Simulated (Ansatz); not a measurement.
Take Au in the fcc (Cu type) structure (space group Fm-3m, No. 225; a = 4.157 Å) as the base.

Levels (all Ansatz, a quantum-chemistry and plane-wave program, PAW): PBE (420 eV, scalar-relativistic without spin-orbit coupling); PBEsol (420 eV, no SOC).

Levels that relaxed their own cell: PBE and PBEsol.

| level | lattice parameter a |
|---|---|
| PBE | 4.157 Å |
| PBEsol | 4.083 Å |

Measured: lattice parameter a 4.062 Å (static lattice; corrected from measurement; as listed in Daniel Mejia-Rodriguez, S. B. Trickey, Phys. Rev. B (2018)).

Computed minus measured — lattice parameter a: PBE +2.3 %, PBEsol +0.5 % (closest: PBEsol).

Stability against distortions was not tested.
